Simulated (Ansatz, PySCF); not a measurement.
Breaking a bond: C2H3Cl, SMILES ClC=C. The C2–Cl6 bond (C2 also carries C, H; Cl6 carries nothing else) is pulled apart rigidly from the PBE0/def2-TZVP optimised geometry.

RKS-PBE = restricted PBE/def2-TZVP (Ansatz, an electronic-structure program); UKS-PBE = unrestricted PBE/def2-TZVP (Ansatz); RKS-B3LYP = PySCF with restricted B3LYP/def2-TZVP; UKS-PBE0 = unrestricted PBE0/def2-TZVP (PySCF 2.14.0).

Energies relative to the lowest point of each curve near equilibrium, in mEh; the last columns give the difference from UKS-PBE0:

| R / Å | RKS-PBE | UKS-PBE | RKS-B3LYP | UKS-PBE0 | RKS-PBE − UKS-PBE0 | UKS-PBE − UKS-PBE0 | RKS-B3LYP − UKS-PBE0 |
|---|---|---|---|---|---|---|---|
| 1.38 | 103.1 | 103.1 | 104.5 | 100.8 | 2.3 | 2.3 | 3.6 |
| 1.48 | 43.4 | 43.4 | 44.2 | 41.3 | 2.1 | 2.1 | 2.9 |
| 1.56 | 17.5 | 17.5 | 18.0 | 15.8 | 1.6 | 1.6 | 2.1 |
| 1.61 | 8.1 | 8.1 | 8.4 | 6.9 | 1.2 | 1.2 | 1.5 |
| 1.66 | 2.6 | 2.6 | 2.8 | 1.9 | 0.7 | 0.7 | 0.8 |
| 1.72 | 0.0 | 0.0 | 0.0 | 0.0 | 0.0 | 0.0 | 0.0 |
| 1.78 | 0.6 | 0.6 | 0.5 | 1.4 | -0.8 | -0.8 | -0.9 |
| 1.84 | 3.6 | 3.6 | 3.5 | 5.3 | -1.7 | -1.7 | -1.8 |
| 1.88 | 6.6 | 6.6 | 6.5 | 8.9 | -2.3 | -2.3 | -2.4 |
| 1.98 | 16.5 | 16.5 | 16.5 | 20.4 | -3.9 | -3.9 | -3.9 |
| 2.15 | 37.3 | 37.3 | 37.7 | 44.1 | -6.8 | -6.8 | -6.4 |
| 2.30 | 56.7 | 56.7 | 57.6 | 65.9 | -9.3 | -9.3 | -8.4 |
| 2.61 | 93.2 | 93.2 | 95.6 | 107.2 | -14.1 | -14.1 | -11.6 |
| 2.86 | 116.8 | — | 120.8 | 128.8 | -12.0 | — | -8.0 |
| 3.09 | 133.8 | — | 139.4 | 140.1 | -6.3 | — | -0.8 |
| 3.45 | 153.1 | — | 161.0 | 149.7 | 3.4 | — | 11.2 |
| 3.77 | 164.4 | — | 174.2 | 153.9 | 10.5 | — | 20.3 |
| 4.18 | 173.7 | — | 185.6 | 156.4 | 17.3 | — | 29.2 |
| 4.59 | 179.2 | — | 192.9 | 157.5 | 21.7 | — | 35.4 |
| 5.20 | 183.6 | — | 199.2 | 158.0 | 25.6 | — | 41.2 |

RKS-PBE is furthest from UKS-PBE0 at 5.20 (25.6 mEh, above); its mean absolute difference over the points is 7.2 mEh.

UKS-PBE is furthest from UKS-PBE0 at 2.61 (-14.1 mEh, below); its mean absolute difference over the points is 3.6 mEh.

RKS-B3LYP is furthest from UKS-PBE0 at 5.20 (41.2 mEh, above); its mean absolute difference over the points is 9.6 mEh.

Dashes: no converged value, or the column stops at the first point that the program doubted or that broke a chosen test of continuity, which isn't proof of a fault.

The restricted form behind RKS-PBE, RKS-B3LYP keeps the bonding electrons paired and can't separate into open-shell fragments. The unrestricted determinant behind UKS-PBE is spin-contaminated at 3.77 to 5.20 Å (<S²> up to 0.9, against 0.00 for a pure singlet). At the longest distance RKS-B3LYP leaves fractional charges on the fragments, a sign of delocalisation error or of the restricted form. The unrestricted determinant behind UKS-PBE0 is spin-contaminated at 2.61 to 5.20 Å (<S²> up to 1.0, against 0.00 for a pure singlet).
